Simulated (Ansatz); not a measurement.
## Relaxing GaSb2

Level of theory: DFT PBE, scalar-relativistic, plane waves, PAW in Ansatz 0.2.0. Cutoff 420 eV, Γ-centred k mesh, Gaussian smearing, no spin polarisation in the final step.

GaSb2 was placed on the anti-cuprite structure type (Pn-3m, No. 224), with Ga in place of O, Sb in place of Cu, at a guessed volume.

```
CELL_PARAMETERS angstrom
5.49166 0.00000 0.00000
0.00000 5.49166 0.00000
0.00000 0.00000 5.49166
ATOMIC_POSITIONS crystal
Ga 0.00000 0.00000 0.00000
Ga 0.50000 0.50000 0.50000
Sb 0.25000 0.25000 0.25000
Sb 0.25000 0.75000 0.75000
Sb 0.75000 0.75000 0.25000
Sb 0.75000 0.25000 0.75000
```

Steps on the 4×4×4 mesh (6 atoms). 5 of 5 steps are shown, and the free energy counts from the last. Trial steps that were taken back and renewals of the plane-wave basis can be among the rows.

```
step  ΔF (meV/atom) V (Å³/atom) P (GPa)
   1          254.0        27.60    13.28
   2           37.9        31.84     3.92
   3            6.0        34.02     1.03
   4            3.1        35.14    -0.08
   5            0.0        35.14     0.08
```

A final relaxation ran on a 6×6×6 mesh. The relaxed crystal, Pn-3m (No. 224):

Space group Pn-3m:1 (No. 224). a = 5.971 Å, b = 5.971 Å, c = 5.971 Å, α = 90.00°, β = 90.00°, γ = 90.00°
```
atom site symmetry x y z
  Ga    2a      -43m  0.0000  0.0000  0.0000
  Sb    4b      .-3m  0.2500  0.2500  0.2500
```

For GaSb2, the volume per atom is 35.49 Å³, the density is 4.89 g/cm³ and the energy over the elements is 0.72 eV/atom. The gap on the 6×6×6 mesh is 0 eV (a metal).

The zero of energy is the elements' standard structures at the same level; no fitted shifts are applied.

The final run used a 6×6×6 mesh on its 6-atom cell and 0.10 eV smearing. For metals, differences of a few meV/atom aren't resolved. Spin–orbit coupling is left out.

Symmetry constrained the relaxation, so the result can be a saddle point.

Cost: 3 runs of about 0.8 core-minutes in all, on Intel Xeon 6975P-C (Granite Rapids) (shared hosts).